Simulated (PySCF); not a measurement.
Relaxed structures of SiH₂S₂, closed shell (PBE0-D4/def2-TZVP; forces vanish, vibrations not checked; lower isomers may exist, and structures with a doubtful reference or unclear bonds are left out; Å). Program: PySCF 2.14 with density fitting (its default auxiliary sets; JK sets also for MP2 and CCSD(T)). Basis: def2-TZVPP. Cores are frozen in the correlated methods.

(1) Rank them by CCSD(T) energy, lowest first, and give each one's height above the lowest. Links in brackets join atoms within 1.22 times the sum of their covalent radii (1.1 for two metals). (An estimate is asked for; the value comes from the calculation.)
A.
a complex of H₂S + SiS
```
5
angstrom
S -1.5095 -0.2740 1.1032
Si -0.7760 -0.9961 -0.5465
S 1.8624 0.6957 -0.5690
H 2.4033 -0.2049 0.2665
H 1.2073 1.3072 0.4307
```
B.
SiH₂S₂ ([SiH][SH][S])
```
5
angstrom
S -2.0250 0.5321 0.7475
Si 1.6370 0.0005 -0.2252
S -0.4521 -0.2177 -0.1193
H -0.7768 -1.2348 -0.9488
H 1.5130 1.1385 0.7717
```
C.
SiH₂S₂ ([S][SiH][SH])
```
5
angstrom
S -1.8429 0.6798 0.8180
Si -0.5031 -0.2967 -0.1853
S 1.5696 0.0126 -0.1936
H -0.7230 -1.4278 -1.1161
H 1.4983 1.0332 0.6807
```

The T1 diagnostic stays at or below 0.029. The T1 diagnostic is large here, which may signal multireference character or strong orbital relaxation, so CCSD(T) is less sure.

Results:

(1) Computed: C (0.0 kJ/mol), A (96.0 kJ/mol), B (327.7 kJ/mol). Heights count from the lowest.

For scale, one of the runs: CCSD(T)/def2-TZVPP, 154 basis functions, launched by `OMP_NUM_THREADS=2 python run.py`. Time: 2.3 min of wall clock on 2 CPU threads of a Oxide Virtual Turin-like; the host was shared. Peak host memory: 0.89 GiB.
